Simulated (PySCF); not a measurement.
# HF: electronic structure in real space, part 2 of 3

For HF, the scripts below analyse its density (charges, bond critical points, surface potential), see where an electron leaves and enters and measure its response to a uniform field.

PySCF 2.14.0; Gaussian basis, gas phase. Earlier steps stand in the parts before.

## Step 4: Removing and adding an electron (PBE/6-31+g*)

input.py

```python
import numpy as np
from pyscf import gto, scf, dft
from pyscf.scf import atom_ks, atom_hf
from scipy.linalg import block_diag

def solve(mol, dm0=None, hcore=None):
    mf = (dft.UKS if mol.spin else dft.RKS)(mol, xc='pbe')
    mf.grids.level = 3
    mf = mf.density_fit(auxbasis='def2-universal-jkfit')
    mf.conv_tol, mf.max_cycle = 1e-8, 80
    if hcore is not None:
        mf.get_hcore = lambda *args: hcore
    mf.kernel(dm0)
    if not mf.converged:
        mf = mf.newton().run(mf.mo_coeff, mf.mo_occ, max_cycle=30)
    assert mf.converged, 'SCF not converged'
    return mf

mol = gto.M(atom='''
F      0.09324     0.00000     0.00000
H     -0.83919     0.00000     0.00000
''', basis='6-31+g*', charge=0, spin=0, verbose=4)
mf = solve(mol)
out = dict(e0=mf.e_tot, dm0=mf.make_rdm1(), c=mf.mo_coeff, occ=mf.mo_occ, eps=mf.mo_energy)
for name, dq, spin in [('cation', 1, 1), ('anion', -1, 1)]:
    ion = mol.copy().set(charge=mol.charge + dq, spin=spin).build()
    mi = solve(ion)
    if spin and dq > 0 and mol.nao < 130:
        c, _, stable, _ = mi.stability(return_status=True)
        if not stable:
            mi = solve(ion, mi.make_rdm1(c, mi.mo_occ))
    print(name, 'vertical energy change / eV', (mi.e_tot - mf.e_tot) * 27.211386)
    out.update({'e_' + name: mi.e_tot, 'dm_' + name: mi.make_rdm1(), 's2_' + name: mi.spin_square()[0], 'eps_' + name: mi.mo_energy, 'occ_' + name: mi.mo_occ})
# spherically averaged free atoms, for the promolecule
atm = atom_ks.get_atm_nrks(mol, xc='pbe')
pro = block_diag(*[(atm[a[0]][2] * atm[a[0]][3]) @ atm[a[0]][2].T for a in mol._atom])
np.savez('result.npz', pro=pro, **out)
```

The run is started by

```sh
$ OMP_NUM_THREADS=1 python input.py
```

The program printed:

```text
[ENV] PYSCF_TMPDIR <dir>
[ENV] PYSCF_MAX_MEMORY 1375
[INPUT] verbose = 4
[INPUT] num. atoms = 2
[INPUT] num. electrons = 10
[INPUT] charge = 0
[INPUT] spin (= nelec alpha-beta = 2S) = 0
[INPUT] symmetry False subgroup None
[INPUT] Mole.unit = angstrom
[INPUT] Symbol           X                Y                Z      unit          X                Y                Z       unit  Magmom
[INPUT]  1 F      0.093240000000   0.000000000000   0.000000000000 AA    0.176198063854   0.000000000000   0.000000000000 Bohr   0.0
[INPUT]  2 H     -0.839190000000   0.000000000000   0.000000000000 AA   -1.585839266474   0.000000000000   0.000000000000 Bohr   0.0

nuclear repulsion = 5.10772379511599
number of shells = 10
number of NR pGTOs = 35
number of NR cGTOs = 20
basis = 6-31+g*
ecp = {}

******** <class 'pyscf.df.df_jk.DFRKS'> ********
method = DFRKS
initial guess = minao
damping factor = 0
level_shift factor = 0
DIIS = <class 'pyscf.scf.diis.CDIIS'>
diis_start_cycle = 1
diis_space = 8
diis_damp = 0
SCF conv_tol = 1e-08
SCF conv_tol_grad = None
SCF max_cycles = 80
direct_scf = False
XC library pyscf.dft.libxc version 7.0.0
    S. Lehtola, C. Steigemann, M. J.T. Oliveira, and M. A.L. Marques.,  SoftwareX 7, 1–5 (2018)
XC functionals = pbe
    J. P. Perdew, K. Burke, and M. Ernzerhof.,  Phys. Rev. Lett. 77, 3865 (1996)
    J. P. Perdew, K. Burke, and M. Ernzerhof.,  Phys. Rev. Lett. 78, 1396 (1997)
    J. P. Perdew, K. Burke, and M. Ernzerhof.,  Phys. Rev. Lett. 77, 3865 (1996)
    J. P. Perdew, K. Burke, and M. Ernzerhof.,  Phys. Rev. Lett. 78, 1396 (1997)
radial grids:
    Treutler-Ahlrichs [JCP 102, 346 (1995); DOI:10.1063/1.469408] (M4) radial grids

becke partition: Becke, JCP 88, 2547 (1988); DOI:10.1063/1.454033
pruning grids: <function nwchem_prune at 0x7e3b8cd4dee0>
grids dens level: 3
symmetrized grids: False
atomic radii adjust function: <function treutler_atomic_radii_adjust at 0x7e3b8cd4e3e0>
small_rho_cutoff = 0
Set gradient conv threshold to 0.0001
Initial guess from minao.
tot grids = 24072
init E= -100.30459892173
[... the frontier-level lines of each cycle are left out ...]
cycle= 1 E= -100.307194812204  delta_E= -0.0026  |g|= 0.452  |ddm|= 0.831
cycle= 2 E= -100.208540754886  delta_E= 0.0987  |g|= 0.914  |ddm|= 0.798
cycle= 3 E= -100.343535421196  delta_E= -0.135  |g|= 0.0247  |ddm|= 0.51
cycle= 4 E= -100.343663779116  delta_E= -0.000128  |g|= 0.00441  |ddm|= 0.021
cycle= 5 E= -100.343666963092  delta_E= -3.18e-06  |g|= 0.000712  |ddm|= 0.00282
cycle= 6 E= -100.343667044275  delta_E= -8.12e-08  |g|= 4.1e-05  |ddm|= 0.000345
cycle= 7 E= -100.343667044616  delta_E= -3.41e-10  |g|= 2e-06  |ddm|= 3.39e-05
Extra cycle  E= -100.343667044614  delta_E= 1.52e-12  |g|= 3.75e-06  |ddm|= 3.45e-06
converged SCF energy = -100.343667044614

******** <class 'pyscf.df.df_jk.DFUKS'> ********
method = DFUKS
initial guess = minao
damping factor = 0
level_shift factor = 0
DIIS = <class 'pyscf.scf.diis.CDIIS'>
diis_start_cycle = 1
diis_space = 8
diis_damp = 0
SCF conv_tol = 1e-08
SCF conv_tol_grad = None
SCF max_cycles = 80
direct_scf = False
number electrons alpha = 5  beta = 4
XC library pyscf.dft.libxc version 7.0.0
    S. Lehtola, C. Steigemann, M. J.T. Oliveira, and M. A.L. Marques.,  SoftwareX 7, 1–5 (2018)
XC functionals = pbe
    J. P. Perdew, K. Burke, and M. Ernzerhof.,  Phys. Rev. Lett. 77, 3865 (1996)
    J. P. Perdew, K. Burke, and M. Ernzerhof.,  Phys. Rev. Lett. 78, 1396 (1997)
    J. P. Perdew, K. Burke, and M. Ernzerhof.,  Phys. Rev. Lett. 77, 3865 (1996)
    J. P. Perdew, K. Burke, and M. Ernzerhof.,  Phys. Rev. Lett. 78, 1396 (1997)
radial grids:
    Treutler-Ahlrichs [JCP 102, 346 (1995); DOI:10.1063/1.469408] (M4) radial grids

becke partition: Becke, JCP 88, 2547 (1988); DOI:10.1063/1.454033
pruning grids: <function nwchem_prune at 0x7e3b8cd4dee0>
grids dens level: 3
symmetrized grids: False
atomic radii adjust function: <function treutler_atomic_radii_adjust at 0x7e3b8cd4e3e0>
small_rho_cutoff = 0
Set gradient conv threshold to 0.0001
tot grids = 24072
init E= -100.30459892173



cycle= 1 E= -99.7022440575975  delta_E= 0.602  |g|= 0.329  |ddm|= 0.791
cycle= 2 E= -99.7098802533  delta_E= -0.00764  |g|= 0.33  |ddm|= 0.323
cycle= 3 E= -99.7443074428153  delta_E= -0.0344  |g|= 0.0283  |ddm|= 0.178
cycle= 4 E= -99.7446246034938  delta_E= -0.000317  |g|= 0.00559  |ddm|= 0.0218
cycle= 5 E= -99.7446372223448  delta_E= -1.26e-05  |g|= 0.000422  |ddm|= 0.00391
cycle= 6 E= -99.7446373637768  delta_E= -1.41e-07  |g|= 6.76e-05  |ddm|= 0.000509
cycle= 7 E= -99.74463736777  delta_E= -3.99e-09  |g|= 1.35e-05  |ddm|= 0.00012
Extra cycle  E= -99.7446373683323  delta_E= -5.62e-10  |g|= 1.41e-05  |ddm|= 8.08e-05
converged SCF energy = -99.7446373683323  <S^2> = 0.75128935  2S+1 = 2.0012889
uhf_internal: lowest eigs of H = [1.99286102e-04 2.80778308e-01 1.02346375e+00]
<class 'pyscf.df.df_jk.DFUKS'> wavefunction is stable in the internal stability analysis
cation vertical energy change / eV 16.300427746768825

******** <class 'pyscf.df.df_jk.DFUKS'> ********
method = DFUKS
initial guess = minao
damping factor = 0
level_shift factor = 0
DIIS = <class 'pyscf.scf.diis.CDIIS'>
diis_start_cycle = 1
diis_space = 8
diis_damp = 0
SCF conv_tol = 1e-08
SCF conv_tol_grad = None
SCF max_cycles = 80
direct_scf = False
number electrons alpha = 6  beta = 5
XC library pyscf.dft.libxc version 7.0.0
    S. Lehtola, C. Steigemann, M. J.T. Oliveira, and M. A.L. Marques.,  SoftwareX 7, 1–5 (2018)
XC functionals = pbe
    J. P. Perdew, K. Burke, and M. Ernzerhof.,  Phys. Rev. Lett. 77, 3865 (1996)
    J. P. Perdew, K. Burke, and M. Ernzerhof.,  Phys. Rev. Lett. 78, 1396 (1997)
    J. P. Perdew, K. Burke, and M. Ernzerhof.,  Phys. Rev. Lett. 77, 3865 (1996)
    J. P. Perdew, K. Burke, and M. Ernzerhof.,  Phys. Rev. Lett. 78, 1396 (1997)
radial grids:
    Treutler-Ahlrichs [JCP 102, 346 (1995); DOI:10.1063/1.469408] (M4) radial grids

becke partition: Becke, JCP 88, 2547 (1988); DOI:10.1063/1.454033
pruning grids: <function nwchem_prune at 0x7e3b8cd4dee0>
grids dens level: 3
symmetrized grids: False
atomic radii adjust function: <function treutler_atomic_radii_adjust at 0x7e3b8cd4e3e0>
small_rho_cutoff = 0
Set gradient conv threshold to 0.0001
tot grids = 24072
init E= -100.30459892173


cycle= 1 E= -100.120754745046  delta_E= 0.184  |g|= 0.428  |ddm|= 1.69
cycle= 2 E= -99.747206637513  delta_E= 0.374  |g|= 1.15  |ddm|= 1.63
cycle= 3 E= -100.193017908921  delta_E= -0.446  |g|= 0.0195  |ddm|= 0.991
cycle= 4 E= -100.193129369719  delta_E= -0.000111  |g|= 0.00621  |ddm|= 0.0398
cycle= 5 E= -100.193143986394  delta_E= -1.46e-05  |g|= 0.00149  |ddm|= 0.0264
cycle= 6 E= -100.193145132507  delta_E= -1.15e-06  |g|= 0.000196  |ddm|= 0.00411
cycle= 7 E= -100.193145149688  delta_E= -1.72e-08  |g|= 1.13e-05  |ddm|= 0.000752
cycle= 8 E= -100.193145149805  delta_E= -1.18e-10  |g|= 3.39e-06  |ddm|= 0.000125
Extra cycle  E= -100.193145149795  delta_E= 9.92e-12  |g|= 6.71e-06  |ddm|= 2.02e-05
converged SCF energy = -100.193145149795  <S^2> = 0.75071811  2S+1 = 2.000718
anion vertical energy change / eV 4.095909381373739
Spherically averaged atomic KS for {'H', 'F'}

******** <class 'pyscf.scf.atom_ks.AtomSphAverageRKS'> ********
method = AtomSphAverageRKS
initial guess = vsap
damping factor = 0
level_shift factor = 0
diis_start_cycle = 1
diis_space = 12
SCF conv_tol = 1e-09
SCF conv_tol_grad = None
SCF max_cycles = 50
direct_scf = True
direct_scf_tol = 1e-13
XC library pyscf.dft.libxc version 7.0.0
    S. Lehtola, C. Steigemann, M. J.T. Oliveira, and M. A.L. Marques.,  SoftwareX 7, 1–5 (2018)
XC functionals = pbe
    J. P. Perdew, K. Burke, and M. Ernzerhof.,  Phys. Rev. Lett. 77, 3865 (1996)
    J. P. Perdew, K. Burke, and M. Ernzerhof.,  Phys. Rev. Lett. 78, 1396 (1997)
    J. P. Perdew, K. Burke, and M. Ernzerhof.,  Phys. Rev. Lett. 77, 3865 (1996)
    J. P. Perdew, K. Burke, and M. Ernzerhof.,  Phys. Rev. Lett. 78, 1396 (1997)
radial grids:
    Treutler-Ahlrichs [JCP 102, 346 (1995); DOI:10.1063/1.469408] (M4) radial grids

becke partition: Becke, JCP 88, 2547 (1988); DOI:10.1063/1.454033
pruning grids: <function nwchem_prune at 0x7e3b8cd4dee0>
grids dens level: 3
symmetrized grids: False
atomic radii adjust function: <function treutler_atomic_radii_adjust at 0x7e3b8cd4e3e0>
User specified grid scheme (100, 434)
small_rho_cutoff = 0
Set gradient conv threshold to 3.16228e-05
tot grids = 25232
init E= -94.4935777631176
cycle= 1 E= -94.4916858179977  delta_E= 0.00189  |g|=    0  |ddm|= 0.17
cycle= 2 E= -94.4868968594611  delta_E= 0.00479  |g|=    0  |ddm|= 0.209
cycle= 3 E= -94.4977208225778  delta_E= -0.0108  |g|=    0  |ddm|= 0.105
cycle= 4 E= -94.4976218888512  delta_E= 9.89e-05  |g|=    0  |ddm|= 0.0321
cycle= 5 E= -94.4978709960812  delta_E= -0.000249  |g|=    0  |ddm|= 0.0161
cycle= 6 E= -94.4978689244169  delta_E= 2.07e-06  |g|=    0  |ddm|= 0.00461
cycle= 7 E= -94.4978740462829  delta_E= -5.12e-06  |g|=    0  |ddm|= 0.00231
cycle= 8 E= -94.497874002921  delta_E= 4.34e-08  |g|=    0  |ddm|= 0.000668
cycle= 9 E= -94.4978741103954  delta_E= -1.07e-07  |g|=    0  |ddm|= 0.000334
cycle= 10 E= -94.4978741094875  delta_E= 9.08e-10  |g|=    0  |ddm|= 9.66e-05
Extra cycle  E= -94.4978741079783  delta_E= 1.51e-09  |g|=    0  |ddm|= 0.000125
Atomic HF for atom  F  converged. SCF energy = -94.4978741079783

******** <class 'pyscf.scf.atom_ks.AtomSphAverageRKS'> ********
method = AtomSphAverageRKS
initial guess = vsap
damping factor = 0
level_shift factor = 0
diis_start_cycle = 1
diis_space = 12
SCF conv_tol = 1e-09
SCF conv_tol_grad = None
SCF max_cycles = 50
direct_scf = True
direct_scf_tol = 1e-13
XC library pyscf.dft.libxc version 7.0.0
    S. Lehtola, C. Steigemann, M. J.T. Oliveira, and M. A.L. Marques.,  SoftwareX 7, 1–5 (2018)
XC functionals = pbe
    J. P. Perdew, K. Burke, and M. Ernzerhof.,  Phys. Rev. Lett. 77, 3865 (1996)
    J. P. Perdew, K. Burke, and M. Ernzerhof.,  Phys. Rev. Lett. 78, 1396 (1997)
    J. P. Perdew, K. Burke, and M. Ernzerhof.,  Phys. Rev. Lett. 77, 3865 (1996)
    J. P. Perdew, K. Burke, and M. Ernzerhof.,  Phys. Rev. Lett. 78, 1396 (1997)
radial grids:
    Treutler-Ahlrichs [JCP 102, 346 (1995); DOI:10.1063/1.469408] (M4) radial grids

becke partition: Becke, JCP 88, 2547 (1988); DOI:10.1063/1.454033
pruning grids: <function nwchem_prune at 0x7e3b8cd4dee0>
grids dens level: 3
symmetrized grids: False
atomic radii adjust function: <function treutler_atomic_radii_adjust at 0x7e3b8cd4e3e0>
User specified grid scheme (100, 434)
small_rho_cutoff = 0
Set gradient conv threshold to 3.16228e-05
tot grids = 26240
init E= 4.65931354015979
cycle= 1 E= 4.65272012360447  delta_E= -0.00659  |g|=    0  |ddm|= 0.175
cycle= 2 E= 4.6526857408567  delta_E= -3.44e-05  |g|=    0  |ddm|= 0.0125
cycle= 3 E= 4.65268542865635  delta_E= -3.12e-07  |g|=    0  |ddm|= 0.00119
cycle= 4 E= 4.65268542591146  delta_E= -2.74e-09  |g|=    0  |ddm|= 0.000112
cycle= 5 E= 4.65268542589201  delta_E= -1.94e-11  |g|=    0  |ddm|= 5.26e-06
Extra cycle  E= 4.65268542588708  delta_E= -4.93e-12  |g|=    0  |ddm|= 4.73e-06
Atomic HF for atom  H  converged. SCF energy = 4.65268542588708
```

Run time: 1.9 s. Hardware: 1 thread of Intel Xeon 6975P-C (Granite Rapids), shared host; peak memory 0.18 GiB.

(Part 2 of 3 ends here.)
